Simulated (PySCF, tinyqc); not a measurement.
RKS/LDA (VWN5) in the sto-3g basis, for LiH, spin multiplicity 1, step by step. The lowest restricted solution is unstable here: a spin-polarised one lies 0.0082 hartree lower (PySCF). Computed by tinyqc, a small Python program that keeps every step (integrals from PySCF). Settings: charge = 0, multiplicity = 1, basis = sto-3g, energy threshold = 1e-08, iteration cap = 90, orthogonalisation = symmetric, start = atomic densities, DIIS depth = 8, method = RKS, functional = lda,vwn, grid = [15, 86]. Command: `OMP_NUM_THREADS=1 python tinyqc.py 27362 27363 out.jsonl` (the two numbers bound the seeds that draw the settings). One thread of a shared host (Intel(R) Xeon(R) Processor @ 2.60GHz), about 0.6 s of CPU time with the checks. Later iterations appear only in the table of the cycle.

## One-electron integrals

Geometry (angstrom):
```
atom,x,y,z
Li,0.000000,0.000000,0.000000
H,0.000000,0.000000,3.179000
```

Basis sto-3g: exponents (1/bohr^2) and contraction coefficients of normalised primitives:
```
element,l (shell),exponent,coefficient
Li,s (1),16.119575,0.154329
Li,s (1),2.936201,0.535328
Li,s (1),0.794651,0.444635
Li,s (2),0.636290,-0.099967
Li,s (2),0.147860,0.399513
Li,s (2),0.048089,0.700115
Li,p (3),0.636290,0.155916
Li,p (3),0.147860,0.607684
Li,p (3),0.048089,0.391957
H,s (1),3.425251,0.154329
H,s (1),0.623914,0.535328
H,s (1),0.168855,0.444635
```

Overlap, kinetic and nuclear-attraction integrals over the contracted functions; the nuclear repulsion is the sum of Za Zb / Rab.

nuclear repulsion = 0.49938082 hartree

overlap S:
```
,1Li 1s,1Li 2s,1Li 2px,1Li 2py,1Li 2pz,2H 1s
1Li 1s,1.000000,0.241137,0.000000,0.000000,0.000000,0.001105
1Li 2s,0.241137,1.000000,0.000000,0.000000,0.000000,0.103073
1Li 2px,0.000000,0.000000,1.000000,0.000000,0.000000,0.000000
1Li 2py,0.000000,0.000000,0.000000,1.000000,0.000000,0.000000
1Li 2pz,0.000000,0.000000,0.000000,0.000000,1.000000,0.162609
2H 1s,0.001105,0.103073,0.000000,0.000000,0.162609,1.000000
```

kinetic energy T (hartree):
```
,1Li 1s,1Li 2s,1Li 2px,1Li 2py,1Li 2pz,2H 1s
1Li 1s,3.576786,-0.020237,0.000000,0.000000,0.000000,-0.001185
1Li 2s,-0.020237,0.102163,0.000000,0.000000,0.000000,-0.003022
1Li 2px,0.000000,0.000000,0.319682,0.000000,0.000000,0.000000
1Li 2py,0.000000,0.000000,0.000000,0.319682,0.000000,0.000000
1Li 2pz,0.000000,0.000000,0.000000,0.000000,0.319682,0.001256
2H 1s,-0.001185,-0.003022,0.000000,0.000000,0.001256,0.760032
```

nuclear attraction V (hartree):
```
,1Li 1s,1Li 2s,1Li 2px,1Li 2py,1Li 2pz,2H 1s
1Li 1s,-8.149342,-1.004483,0.000000,0.000000,-0.004080,-0.003745
1Li 2s,-1.004483,-1.372683,0.000000,0.000000,-0.048627,-0.128141
1Li 2px,0.000000,0.000000,-1.352939,0.000000,0.000000,0.000000
1Li 2py,0.000000,0.000000,0.000000,-1.352939,0.000000,0.000000
1Li 2pz,-0.004080,-0.048627,0.000000,0.000000,-1.382795,-0.203304
2H 1s,-0.003745,-0.128141,0.000000,0.000000,-0.203304,-1.725994
```

core Hamiltonian H = T + V (hartree):
```
,1Li 1s,1Li 2s,1Li 2px,1Li 2py,1Li 2pz,2H 1s
1Li 1s,-4.572555,-1.024720,0.000000,0.000000,-0.004080,-0.004930
1Li 2s,-1.024720,-1.270520,0.000000,0.000000,-0.048627,-0.131163
1Li 2px,0.000000,0.000000,-1.033258,0.000000,0.000000,0.000000
1Li 2py,0.000000,0.000000,0.000000,-1.033258,0.000000,0.000000
1Li 2pz,-0.004080,-0.048627,0.000000,0.000000,-1.063113,-0.202048
2H 1s,-0.004930,-0.131163,0.000000,0.000000,-0.202048,-0.965963
```

## Two-electron integrals

Functions are numbered as in S; the eight-fold symmetry (ij|kl) = (ji|kl) = (kl|ij) leaves the list below.

Two-electron integrals (ij|kl) in chemists' order, unique and non-zero (hartree):
```
i,j,k,l,(ij|kl)
1,1,1,1,1.680395
2,1,1,1,0.265420
2,1,2,1,0.049941
2,2,1,1,0.397727
2,2,2,1,0.092860
2,2,2,2,0.290562
3,1,3,1,0.008981
3,2,3,1,0.013788
3,2,3,2,0.064184
3,3,1,1,0.396640
3,3,2,1,0.092880
3,3,2,2,0.290497
3,3,3,3,0.312946
4,1,4,1,0.008981
4,2,4,1,0.013788
4,2,4,2,0.064184
4,3,4,3,0.016869
4,4,1,1,0.396640
4,4,2,1,0.092880
4,4,2,2,0.290497
4,4,3,3,0.279207
4,4,4,4,0.312946
5,1,5,1,0.008981
5,2,5,1,0.013788
5,2,5,2,0.064184
5,3,5,3,0.016869
5,4,5,4,0.016869
5,5,1,1,0.396640
5,5,2,1,0.092880
5,5,2,2,0.290497
5,5,3,3,0.279207
5,5,4,4,0.279207
5,5,5,5,0.312946
6,1,1,1,0.001016
6,1,2,1,0.000201
6,1,2,2,0.000414
6,1,3,3,0.000405
6,1,4,4,0.000405
6,1,5,1,0.000036
6,1,5,2,0.000078
6,1,5,5,0.000433
6,1,6,1,1.02e-06
6,2,1,1,0.021774
6,2,2,1,0.005238
6,2,2,2,0.020541
6,2,3,3,0.019333
6,2,4,4,0.019333
6,2,5,1,0.000661
6,2,5,2,0.006308
6,2,5,5,0.022928
6,2,6,1,0.000029
6,2,6,2,0.004546
6,3,3,1,0.000135
6,3,3,2,0.001049
6,3,5,3,0.000577
6,3,6,3,0.000129
6,4,4,1,0.000135
6,4,4,2,0.001049
6,4,5,4,0.000577
6,4,6,4,0.000129
6,5,1,1,0.033643
6,5,2,1,0.008101
6,5,2,2,0.031974
6,5,3,3,0.030009
6,5,4,4,0.030009
6,5,5,1,0.001034
6,5,5,2,0.009966
6,5,5,5,0.035860
6,5,6,1,0.000045
6,5,6,2,0.007296
6,5,6,5,0.011722
6,6,1,1,0.166460
6,6,2,1,0.040139
6,6,2,2,0.165306
6,6,3,3,0.155655
6,6,4,4,0.155655
6,6,5,1,0.004080
6,6,5,2,0.047874
6,6,5,5,0.184285
6,6,6,1,0.000217
6,6,6,2,0.051690
6,6,6,5,0.083863
6,6,6,6,0.774606
```

## Orthogonalisation

S = U s U^T; symmetric (Loewdin) form X = U s^(-1/2) U^T, so that X^T S X = 1.

eigenvalues of S: 0.727371  0.855932  1.000000  1.000000  1.143050  1.273646

X:
```
,1Li 1s,1Li 2s,1Li 2px,1Li 2py,1Li 2pz,2H 1s
1Li 1s,1.022950,-0.126018,0.000000,0.000000,-0.001292,0.009425
1Li 2s,-0.126018,1.027229,0.000000,0.000000,0.006737,-0.054698
1Li 2px,0.000000,0.000000,1.000000,0.000000,0.000000,0.000000
1Li 2py,0.000000,0.000000,0.000000,1.000000,0.000000,0.000000
1Li 2pz,-0.001292,0.006737,0.000000,0.000000,1.010196,-0.083270
2H 1s,0.009425,-0.054698,0.000000,0.000000,-0.083270,1.014458
```

## Starting guess

The start is atomic minimal-basis densities projected into this basis (PySCF's MINAO start) and scaled to the electron count of each spin; this density is not idempotent, so its energy is not variational and may lie below the converged one.

D at the start:
```
,1Li 1s,1Li 2s,1Li 2px,1Li 2py,1Li 2pz,2H 1s
1Li 1s,2.077466,-0.226550,0.000000,0.000000,0.002070,-0.019182
1Li 2s,-0.226550,1.021369,0.000000,0.000000,-0.003988,0.071024
1Li 2px,0.000000,0.000000,0.000000,0.000000,0.000000,0.000000
1Li 2py,0.000000,0.000000,0.000000,0.000000,0.000000,0.000000
1Li 2pz,0.002070,-0.003988,0.000000,0.000000,0.001465,0.037351
2H 1s,-0.019182,0.071024,0.000000,0.000000,0.037351,0.982212
```

## Iteration 1: exchange-correlation on the grid

Becke grid with 15 radial and 86 angular points per atom, points of zero weight dropped. rho = sum D_ij phi_i phi_j; V_xc,ij = sum w v_xc phi_i phi_j; v_xc is d(rho eps)/d rho.

The 12 grid points with the largest w rho, of 2575 (bohr, atomic units):
```
x,y,z,w,rho,eps_xc,v_xc
0.231616,-0.231616,0.231616,0.006183,1.424426,-0.905561,-1.191026
-0.231616,-0.231616,0.231616,0.006183,1.424426,-0.905561,-1.191026
-0.231616,0.231616,0.231616,0.006183,1.424426,-0.905561,-1.191026
0.231616,0.231616,0.231616,0.006183,1.424426,-0.905561,-1.191026
-0.231616,-0.231616,-0.231616,0.006183,1.424156,-0.905507,-1.190954
-0.231616,0.231616,-0.231616,0.006183,1.424156,-0.905507,-1.190954
0.231616,0.231616,-0.231616,0.006183,1.424156,-0.905507,-1.190954
0.231616,-0.231616,-0.231616,0.006183,1.424156,-0.905507,-1.190954
0.278555,-0.075847,0.278555,0.006148,1.424455,-0.905567,-1.191033
-0.278555,-0.075847,0.278555,0.006148,1.424455,-0.905567,-1.191033
-0.278555,0.075847,0.278555,0.006148,1.424455,-0.905567,-1.191033
0.278555,0.075847,0.278555,0.006148,1.424455,-0.905567,-1.191033
```

electrons on the grid, sum of w rho = 3.997796

E_xc = sum of w rho eps_xc = -2.05978609 hartree

V_xc (hartree):
```
,1Li 1s,1Li 2s,1Li 2px,1Li 2py,1Li 2pz,2H 1s
1Li 1s,-1.045986,-0.139772,0.000000,0.000000,0.000013,-0.000510
1Li 2s,-0.139772,-0.185998,0.000000,0.000000,-0.003089,-0.024663
1Li 2px,0.000000,0.000000,-0.182536,0.000000,0.000000,0.000000
1Li 2py,0.000000,0.000000,0.000000,-0.182536,0.000000,0.000000
1Li 2pz,0.000013,-0.003089,0.000000,0.000000,-0.187724,-0.039779
2H 1s,-0.000510,-0.024663,0.000000,0.000000,-0.039779,-0.404536
```

## Iteration 1: building the Kohn-Sham matrix

J_ij = sum D_kl (ij|kl); F = H + J + V_xc; E = tr D H + tr D J / 2 + E_xc + E_nn.

Coulomb J (hartree):
```
,1Li 1s,1Li 2s,1Li 2px,1Li 2py,1Li 2pz,2H 1s
1Li 1s,3.946576,0.664521,0.000000,0.000000,0.004104,0.002663
1Li 2s,0.664521,1.249042,0.000000,0.000000,0.048205,0.115786
1Li 2px,0.000000,0.000000,1.236894,0.000000,0.000000,0.000000
1Li 2py,0.000000,0.000000,0.000000,1.236894,0.000000,0.000000
1Li 2pz,0.004104,0.048205,0.000000,0.000000,1.266010,0.183137
2H 1s,0.002663,0.115786,0.000000,0.000000,0.183137,1.270798
```

Kohn-Sham matrix F (hartree):
```
,1Li 1s,1Li 2s,1Li 2px,1Li 2py,1Li 2pz,2H 1s
1Li 1s,-1.671965,-0.499971,0.000000,0.000000,0.000037,-0.002777
1Li 2s,-0.499971,-0.207476,0.000000,0.000000,-0.003512,-0.040039
1Li 2px,0.000000,0.000000,0.021100,0.000000,0.000000,0.000000
1Li 2py,0.000000,0.000000,0.000000,0.021100,0.000000,0.000000
1Li 2pz,0.000037,-0.003512,0.000000,0.000000,0.015174,-0.058690
2H 1s,-0.002777,-0.040039,0.000000,0.000000,-0.058690,-0.099701
```

total energy of this density = -7.64999515 hartree

This density is the starting one; it is not idempotent, so its energy is not variational and may lie below the converged one.

## Iteration 1: diagonalisation and new density

Diagonalise F' = X^T F X, C = X C', fill 2 alpha and 2 beta electrons from the bottom; D = 2 C_occ C_occ^T. Each column has its largest component positive (the first on a tie).

F' = X^T F X (hartree):
```
,1,2,3,4,5,6
1,-1.623947,-0.291374,0.000000,0.000000,-0.001348,0.012408
2,-0.291374,-0.111880,0.000000,0.000000,0.002066,-0.030973
3,0.000000,0.000000,0.021100,0.000000,0.000000,0.000000
4,0.000000,0.000000,0.000000,0.021100,0.000000,0.000000
5,-0.001348,0.002066,0.000000,0.000000,0.024660,-0.053630
6,0.012408,-0.030973,0.000000,0.000000,-0.053630,-0.088479
```

orbital energies (hartree): MO1 -1.678179, MO2 -0.123376, MO3 -0.046162, MO4 0.021100, MO5 0.021100, MO6 0.048070

coefficients C:
```
,MO1,MO2,MO3,MO4,MO5,MO6
1Li 1s,0.982626,-0.118397,-0.283324,0.000000,0.000000,-0.050526
1Li 2s,0.064121,0.385330,0.944316,0.000000,0.000000,0.172609
1Li 2px,0.000000,0.000000,0.000000,0.997635,0.068728,0.000000
1Li 2py,0.000000,0.000000,0.000000,-0.068728,0.997635,0.000000
1Li 2pz,0.000734,0.238659,-0.251986,0.000000,0.000000,0.952377
2H 1s,-0.004925,0.820879,-0.366962,0.000000,0.000000,-0.480219
```

D after iteration 1:
```
,1Li 1s,1Li 2s,1Li 2px,1Li 2py,1Li 2pz,2H 1s
1Li 1s,1.959144,0.034769,0.000000,0.000000,-0.055070,-0.204060
1Li 2s,0.034769,0.305181,0.000000,0.000000,0.184019,0.631987
1Li 2px,0.000000,0.000000,0.000000,0.000000,0.000000,0.000000
1Li 2py,0.000000,0.000000,0.000000,0.000000,0.000000,0.000000
1Li 2pz,-0.055070,0.184019,0.000000,0.000000,0.113917,0.391813
2H 1s,-0.204060,0.631987,0.000000,0.000000,0.391813,1.347734
```

Within a degenerate level the vectors are fixed only up to a rotation; this is one choice.

## Iteration 2: exchange-correlation on the grid

As before.

The 12 grid points with the largest w rho, of 2575 (bohr, atomic units):
```
x,y,z,w,rho,eps_xc,v_xc
0.000000,0.000000,3.707754,1.725935,0.008395,-0.186669,-0.242832
1.387601,0.000000,3.438314,2.129822,0.004027,-0.149719,-0.194586
0.000000,1.387601,3.438314,2.129822,0.004027,-0.149719,-0.194586
0.000000,-1.387601,3.438314,2.129822,0.004027,-0.149719,-0.194586
-1.387601,0.000000,3.438314,2.129822,0.004027,-0.149719,-0.194586
0.231616,-0.231616,-0.231616,0.006183,1.372712,-0.895068,-1.177126
-0.231616,-0.231616,-0.231616,0.006183,1.372712,-0.895068,-1.177126
0.231616,0.231616,-0.231616,0.006183,1.372712,-0.895068,-1.177126
-0.231616,0.231616,-0.231616,0.006183,1.372712,-0.895068,-1.177126
-0.231616,-0.231616,0.231616,0.006183,1.366478,-0.893785,-1.175427
0.231616,0.231616,0.231616,0.006183,1.366478,-0.893785,-1.175427
-0.231616,0.231616,0.231616,0.006183,1.366478,-0.893785,-1.175427
```

electrons on the grid, sum of w rho = 3.996254

E_xc = sum of w rho eps_xc = -2.13043206 hartree

V_xc (hartree):
```
,1Li 1s,1Li 2s,1Li 2px,1Li 2py,1Li 2pz,2H 1s
1Li 1s,-1.033219,-0.136098,0.000000,0.000000,-0.002470,-0.000512
1Li 2s,-0.136098,-0.145014,0.000000,0.000000,-0.040499,-0.028398
1Li 2px,0.000000,0.000000,-0.140856,0.000000,0.000000,0.000000
1Li 2py,0.000000,0.000000,0.000000,-0.140856,0.000000,0.000000
1Li 2pz,-0.002470,-0.040499,0.000000,0.000000,-0.149274,-0.045933
2H 1s,-0.000512,-0.028398,0.000000,0.000000,-0.045933,-0.455995
```

## Iteration 2: building the Kohn-Sham matrix

As before.

Coulomb J (hartree):
```
,1Li 1s,1Li 2s,1Li 2px,1Li 2py,1Li 2pz,2H 1s
1Li 1s,3.754970,0.629374,0.000000,0.000000,0.011214,0.002569
1Li 2s,0.629374,1.181067,0.000000,0.000000,0.102376,0.135267
1Li 2px,0.000000,0.000000,1.161563,0.000000,0.000000,0.000000
1Li 2py,0.000000,0.000000,0.000000,1.161563,0.000000,0.000000
1Li 2pz,0.011214,0.102376,0.000000,0.000000,1.213108,0.215285
2H 1s,0.002569,0.135267,0.000000,0.000000,0.215285,1.592448
```

Kohn-Sham matrix F (hartree):
```
,1Li 1s,1Li 2s,1Li 2px,1Li 2py,1Li 2pz,2H 1s
1Li 1s,-1.850803,-0.531444,0.000000,0.000000,0.004664,-0.002872
1Li 2s,-0.531444,-0.234468,0.000000,0.000000,0.013250,-0.024294
1Li 2px,0.000000,0.000000,-0.012551,0.000000,0.000000,0.000000
1Li 2py,0.000000,0.000000,0.000000,-0.012551,0.000000,0.000000
1Li 2pz,0.004664,0.013250,0.000000,0.000000,0.000721,-0.032696
2H 1s,-0.002872,-0.024294,0.000000,0.000000,-0.032696,0.170490
```

total energy of this density = -7.60076483 hartree

## Iteration 2: DIIS over 2 matrices

error matrix X^T (FDS - SDF) X:
```
,1,2,3,4,5,6
1,0.000000,-0.034364,0.000000,0.000000,-0.003652,0.056293
2,0.034364,0.000000,0.000000,0.000000,-0.007883,-0.198062
3,0.000000,0.000000,0.000000,0.000000,0.000000,0.000000
4,0.000000,0.000000,0.000000,0.000000,0.000000,0.000000
5,0.003652,0.007883,0.000000,0.000000,0.000000,-0.135066
6,-0.056293,0.198062,0.000000,0.000000,0.135066,0.000000
```

B (overlaps of the stored error matrices):
```
,1,2
1,1.5460312e-02,2.0765329e-03
2,2.0765329e-03,1.2379285e-01
```

Minimise |sum c_i e_i|^2 with sum c_i = 1: solve [B -1; -1 0][c; lambda] = [0; -1] with B_ij = tr e_i^T e_j, and take F = sum c_i F_i.

DIIS coefficients: 0.900934  0.099066

extrapolated F (hartree):
```
,1Li 1s,1Li 2s,1Li 2px,1Li 2py,1Li 2pz,2H 1s
1Li 1s,-1.689682,-0.503089,0.000000,0.000000,0.000496,-0.002786
1Li 2s,-0.503089,-0.210150,0.000000,0.000000,-0.001851,-0.038479
1Li 2px,0.000000,0.000000,0.017767,0.000000,0.000000,0.000000
1Li 2py,0.000000,0.000000,0.000000,0.017767,0.000000,0.000000
1Li 2pz,0.000496,-0.001851,0.000000,0.000000,0.013742,-0.056115
2H 1s,-0.002786,-0.038479,0.000000,0.000000,-0.056115,-0.072934
```

## Iteration 2: diagonalisation and new density

As before.

F' = X^T F X (hartree):
```
,1,2,3,4,5,6
1,-1.641728,-0.292058,0.000000,0.000000,-0.001059,0.012415
2,-0.292058,-0.114251,0.000000,0.000000,0.003551,-0.030815
3,0.000000,0.000000,0.017767,0.000000,0.000000,0.000000
4,0.000000,0.000000,0.000000,0.017767,0.000000,0.000000
5,-0.001059,0.003551,0.000000,0.000000,0.022971,-0.053184
6,0.012415,-0.030815,0.000000,0.000000,-0.053184,-0.061543
```

orbital energies (hartree): MO1 -1.695692, MO2 -0.105130, MO3 -0.045249, MO4 0.017767, MO5 0.017767, MO6 0.051520

coefficients C:
```
,MO1,MO2,MO3,MO4,MO5,MO6
1Li 1s,0.983031,-0.157856,-0.260415,0.000000,0.000000,-0.057552
1Li 2s,0.062771,0.519713,0.872214,0.000000,0.000000,0.198289
1Li 2px,0.000000,0.000000,0.000000,0.995988,0.089486,0.000000
1Li 2py,0.000000,0.000000,0.000000,-0.089486,0.995988,0.000000
1Li 2pz,0.000396,0.250627,-0.337878,0.000000,0.000000,0.922226
2H 1s,-0.004773,0.736872,-0.444561,0.000000,0.000000,-0.546352
```

D after iteration 2:
```
,1Li 1s,1Li 2s,1Li 2px,1Li 2py,1Li 2pz,2H 1s
1Li 1s,1.982538,-0.040668,0.000000,0.000000,-0.078347,-0.242023
1Li 2s,-0.040668,0.548084,0.000000,0.000000,0.260558,0.765325
1Li 2px,0.000000,0.000000,0.000000,0.000000,0.000000,0.000000
1Li 2py,0.000000,0.000000,0.000000,0.000000,0.000000,0.000000
1Li 2pz,-0.078347,0.260558,0.000000,0.000000,0.125628,0.369357
2H 1s,-0.242023,0.765325,0.000000,0.000000,0.369357,1.086007
```

Within a degenerate level the vectors are fixed only up to a rotation; this is one choice.

## Iteration 12 (converged): orbitals

converged F (hartree):
```
,1Li 1s,1Li 2s,1Li 2px,1Li 2py,1Li 2pz,2H 1s
1Li 1s,-1.738535,-0.509856,0.000000,0.000000,0.004117,-0.002792
1Li 2s,-0.509856,-0.212241,0.000000,0.000000,0.009164,-0.036380
1Li 2px,0.000000,0.000000,0.014159,0.000000,0.000000,0.000000
1Li 2py,0.000000,0.000000,0.000000,0.014159,0.000000,0.000000
1Li 2pz,0.004117,0.009164,0.000000,0.000000,0.014653,-0.052741
2H 1s,-0.002792,-0.036380,0.000000,0.000000,-0.052741,-0.056668
```

As before.

F' = X^T F X (hartree):
```
,1,2,3,4,5,6
1,-1.691147,-0.292679,0.000000,0.000000,0.001340,0.011998
2,-0.292679,-0.115525,0.000000,0.000000,0.014225,-0.030331
3,0.000000,0.000000,0.014159,0.000000,0.000000,0.000000
4,0.000000,0.000000,0.000000,0.014159,0.000000,0.000000
5,0.001340,0.014225,0.000000,0.000000,0.023584,-0.051710
6,0.011998,-0.030331,0.000000,0.000000,-0.051710,-0.045509
```

orbital energies (hartree): MO1 -1.743791, MO2 -0.092450, MO3 -0.049919, MO4 0.014159, MO5 0.014159, MO6 0.057561

coefficients C:
```
,MO1,MO2,MO3,MO4,MO5,MO6
1Li 1s,0.984492,-0.191560,-0.225567,0.000000,0.000000,-0.074812
1Li 2s,0.057843,0.644636,0.764242,0.000000,0.000000,0.266740
1Li 2px,0.000000,0.000000,0.000000,0.998657,0.051816,0.000000
1Li 2py,0.000000,0.000000,0.000000,-0.051816,0.998657,0.000000
1Li 2pz,-0.002064,0.186734,-0.444435,0.000000,0.000000,0.891673
2H 1s,-0.004128,0.666138,-0.506961,0.000000,0.000000,-0.581698
```

D after iteration 12:
```
,1Li 1s,1Li 2s,1Li 2px,1Li 2py,1Li 2pz,2H 1s
1Li 1s,2.011840,-0.133081,0.000000,0.000000,-0.075606,-0.263338
1Li 2s,-0.133081,0.837803,0.000000,0.000000,0.240512,0.858355
1Li 2px,0.000000,0.000000,0.000000,0.000000,0.000000,0.000000
1Li 2py,0.000000,0.000000,0.000000,0.000000,0.000000,0.000000
1Li 2pz,-0.075606,0.240512,0.000000,0.000000,0.069747,0.248798
2H 1s,-0.263338,0.858355,0.000000,0.000000,0.248798,0.887513
```

Within a degenerate level the vectors are fixed only up to a rotation; this is one choice.

## Convergence

Stop when the energy changes by less than 1e-08 hartree and every element of the error matrix X^T (F D S - S D F) X is below 3e-05.

Course of the cycle:
```
iteration,E (hartree),change,largest element of the error matrix
1,-7.64999515,-,7.59e-02
2,-7.60076483,4.92e-02,1.98e-01
3,-7.65202865,-5.13e-02,1.05e-01
4,-7.64979794,2.23e-03,1.22e-01
5,-7.64975124,4.67e-05,1.21e-01
6,-7.63178839,1.80e-02,1.64e-01
7,-7.66631219,-3.45e-02,1.80e-02
8,-7.66663041,-3.18e-04,2.20e-03
9,-7.66663511,-4.70e-06,3.85e-04
10,-7.66663525,-1.35e-07,1.21e-04
11,-7.66663526,-1.47e-08,1.77e-05
12,-7.66663526,-3.15e-10,3.84e-07
```

PySCF RKS in the same basis, fine grid = -7.66890483 hartree

Converged in 12 iterations. The coarse grid moves the energy by +2.27e-03 hartree.

## Populations, bond orders and dipole

Mulliken: Z minus the diagonal of D S on the atom; Loewdin: the same with S^(1/2) D S^(1/2); Mayer order: 2 sum_s sum (D(s) S)_ij (D(s) S)_ji over the two atoms.

Charges (e):
```
atom,Mulliken,Loewdin
1Li,0.016152,0.014973
2H,-0.016152,-0.014973
```

Mayer bond orders:
```
pair,order
2-1,0.999739
```

dipole moment about the origin, x y z (debye): 0.000000  0.000000  -3.607665
